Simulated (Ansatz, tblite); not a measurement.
# CoF3: removing and adding an electron

An exercise on one series of results from a longer session: the logs are not shown, and one member is left open.

Computed with Ansatz 0.2.0, Gaussian basis. Level: as each input shows.

Plan: charge +1 sextet, at the geometry of the quintet (PBE0-D4/def2-TZVP, PBE-D4/def2-TZVP, r2SCAN-D4/def2-TZVP, r2SCAN0-D4/def2-TZVP, BHLYP-D4/def2-TZVP, HSE06-D4/def2-TZVP, PBE-QIDH/def2-TZVP, BLYP-D4/def2-TZVP); charge +1 sextet, relaxed (PBE0-D4/def2-TZVP, PBE-D4/def2-TZVP); charge -1 quartet, at the geometry of the quintet (PBE0-D4/def2-TZVPD, PBE-D4/def2-TZVPD, r2SCAN-D4/def2-TZVPD); the starting quintet's energies come from earlier runs.

### The structure

The geometry is that of the quintet, from an earlier relaxation (PBE0-D4/def2-TZVP).

4 atoms, charge 0, spin multiplicity 5.

Atoms are counted from 1 here; the program's logs count them from 0.

Bond lengths: Co1–F2 1.719 Å, Co1–F3 1.719 Å, Co1–F4 1.719 Å. Angles: F2–Co1–F3 120.0°, F2–Co1–F4 120.0°, F3–Co1–F4 120.0°.

Formally the metal is d6. No spin-orbit coupling is included.

Set-up of the first run:

Input file in.yaml:

```yaml
crystal:
  periodic: [false, false, false]
  atoms:
    - {symbol: Co, position_ang: [0.000170, -0.000244, 0.000236]}
    - {symbol: F, position_ang: [1.718694, -0.026954, 0.012912]}
    - {symbol: F, position_ang: [-0.835422, 1.501697, -0.017193]}
    - {symbol: F, position_ang: [-0.883442, -1.474500, 0.004046]}
basis:
  gaussian: {orbitals: def2-SVP}
total_charge: 1
magnetization: {spin_polarized: true, initial_magnetization: 5}
hamiltonian: {xc: pbe0, dispersion: d4}
output: {orbitals: {seedname: orbitals}}
```

Run with:

```console
ansatz run in.yaml --threads 2 --pin off --events-out ev --progress --plain --max-ram 4352MiB
```

Among the steps run: Charge +1 sextet at the fixed geometry, first pass, PBE0-D4/def2-SVP; Charge +1 sextet at the fixed geometry, PBE0-D4/def2-TZVP; Charge +1 sextet at the fixed geometry, PBE-D4/def2-TZVP; Charge +1 sextet at the fixed geometry, r2SCAN-D4/def2-TZVP; Charge +1 sextet at the fixed geometry, r2SCAN0-D4/def2-TZVP; Charge +1 sextet at the fixed geometry, BHLYP-D4/def2-TZVP; Charge +1 sextet at the fixed geometry, HSE06-D4/def2-TZVP; Charge +1 sextet at the fixed geometry, PBE-QIDH/def2-TZVP; Charge +1 sextet at the fixed geometry, BLYP-D4/def2-TZVP.

One table of the session follows, with a row left open; its other results are not shown here.

It belongs to the step «Vertical ionisation energy». 

| level | vertical ionisation energy (eV) |
| --- | --- |
| PBE-D4/def2-TZVP | +12.18 |
| BLYP-D4/def2-TZVP | +12.19 |
| r2SCAN-D4/def2-TZVP | +12.51 |
| PBE0-D4/def2-TZVP | ? |
| r2SCAN0-D4/def2-TZVP | +13.46 |
| HSE06-D4/def2-TZVP | +13.17 |
| BHLYP-D4/def2-TZVP | +14.19 |
| PBE-QIDH/def2-TZVP | +14.35 |

Estimate the missing values for PBE0-D4/def2-TZVP.

**Answer.** vertical ionisation energy (eV): +13.19. In the column «vertical ionisation energy (eV)» it lies between HSE06-D4/def2-TZVP (+13.17) and r2SCAN0-D4/def2-TZVP (+13.46).

Caveats from the session: The anion's highest level is positive in at least one run, so there the basis alone may hold the extra electron.
